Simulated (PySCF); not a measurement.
# Calculated properties of BH2(CCH) (`[H]B([H])C#C`)

Species: BH2(CCH), C2H3B.
Bonds: B1–C4, C4–C5. Hydrogens: H2, H3 on B1; H6 on C5.

PBE0-D3(BJ)/def2-SVP geometry optimisation, gas phase (PySCF):

- Point group: C2v
- Rotational constants A, B, C: 229.496, 8.891, 8.560 GHz

**CAM-B3LYP/def2-SVPD ground state and vertical TDDFT (core frozen in the response) (PySCF)**

- Dipole moment: 0.97 D
- HOMO energy: -9.43 eV
- LUMO energy: -1.31 eV
- HOMO–LUMO gap: 8.12 eV
- Lowest singlet excitation: 3.86 eV (321 nm, f = 0.000)
- Strongest line among the 10 lowest singlet transitions: S7 at 8.20 eV (151 nm, f = 0.608)
- Lowest triplet excitation (Tamm–Dancoff): 3.52 eV
- Static isotropic polarisability: 38.6 au
- Electronic spatial extent ⟨r²⟩ about the centre of nuclear charge: 171 bohr²

PBE0/pcSseg-1 ground state and GIAO shieldings, non-relativistic (PySCF):

* Lowest Hirshfeld atomic charge: -0.11 e on C4
* Highest Hirshfeld atomic charge: +0.16 e on B1
* 13C chemical shifts (computed TMS as zero) by class: 148.9 (C5), 98.9 (C4) ppm
* 1H chemical shifts (computed TMS as zero) by class: 6.82 (H2/H3), 5.91 (H6) ppm
* Isotropic shieldings of nuclei other than C and H, by class: 30 (B1) ppm
* Mayer bond orders between heavy atoms: B1–C4 1.13, C4–C5 2.46

**B3LYP/pcJ-1 indirect spin-spin coupling, non-relativistic, gas phase (PySCF)**

* Largest of the computed one-bond spin–spin couplings (means over like bonds): 13C–1H +266.3 (C5–H6), 13C–13C +171.7 (C4–C5), 11B–1H +147.6 (B1–H2 and 1 like it), 13C–11B +96.5 (C4–B1) Hz

Monoisotopic mass from the formula: 38.0328 u.

The dipole matches unit charges of opposite sign 0.20 Å apart (1 e·Å = 4.8032 D). The polarisability is 5.71 Å³ as a volume (1 au = 0.148185 Å³), or 1.93 au for each of the 20 electrons. The largest Löwdin shares of the LUMO are 0.42 on B1, 0.21 on C4 and 0.20 on C5. The principal polarisabilities are 26.6, 30.8 and 58.2 au; their mean is the isotropic value. The rotational constants make it an asymmetric top with κ = (2B − A − C)/(A − C) = -1.00, nearer the prolate limit (−1). With B = h/(8π²I), that is 505.379 GHz u Å² over I, the principal moments of inertia are 2.20, 56.8 and 59.0 u Å² (most abundant isotopes); the inertial defect Ic − Ia − Ib is 0.0 u Å² (zero for a rigid planar frame, negative otherwise). No computed singlet falls in the visible range (750 to 380 nm, 1.65 to 3.26 eV); S1 lies 0.60 eV above its blue end.

For the NMR shielding job (PBE0/pcSseg-1), time: 2.5 s wall. Hardware: one thread of an Arm Neoverse V1 (shared host).
